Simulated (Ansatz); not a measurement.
The first iterations of a band of BH4N + H2 (8 atoms, charge 0, multiplicity 1).

Method: RKS PBE0-D4/def2-SVP in Ansatz 0.2.0.

```json
{"movable images": "5", "climbing image": "yes", "spring": "5.0 eV/Å²", "optimiser": "quadratic models (default)", "start path": "through a guess of the saddle point", "force threshold": "0.03 eV/Å", "iteration limit": "60", "end points": "relaxed"}
```

Image 0:

```xyz
8
Properties=species:S:1:pos:R:3
B 0.107 -0.848 0.246
N 0.027 -0.211 1.478
H -0.843 -0.074 1.977
H 0.835 0.143 1.974
H 1.190 -0.980 -0.277
H -0.908 -1.251 -0.274
H -0.423 3.264 1.188
H -0.326 2.514 1.090
```

Image 6:

```xyz
8
Properties=species:S:1:pos:R:3
B 0.069 0.240 0.103
N -0.150 0.396 1.716
H -0.445 -0.487 2.135
H 0.713 0.686 2.179
H 0.961 -0.589 -0.027
H -1.009 -0.139 -0.338
H 0.386 1.355 -0.293
H -0.864 1.094 1.926
```

| iteration | highest image above the first end (eV) | largest band force component (eV/Å) |
| --- | --- | --- |
| 1 | 3.292 | 11.715 |
| 2 | 2.238 | 3.085 |
| 3 | 2.019 | 8.577 |
| 4 | 1.781 | 1.540 |
| 5 | 1.253 | 2.235 |
| 6 | 0.932 | 1.370 |

Does the band converge within its limit, and where does its top end?

The forces met the threshold. It ended after 18 iterations with the highest image 1.440 eV above the first end. Neighbouring images differ by up to 1.5 eV, so the band resolves the path poorly. A vibrational analysis at the climbing image gives one clearly imaginary mode, 1290i cm⁻¹: a first-order saddle point. The orbitals stay closed-shell, which can raise the energy where a bond breaks towards radicals; this wasn't checked here.

The run took 89 s on 1 thread of AMD EPYC 7R43 64-Core Processor (Zen 3) (shared host), peak memory 0.11 GiB.
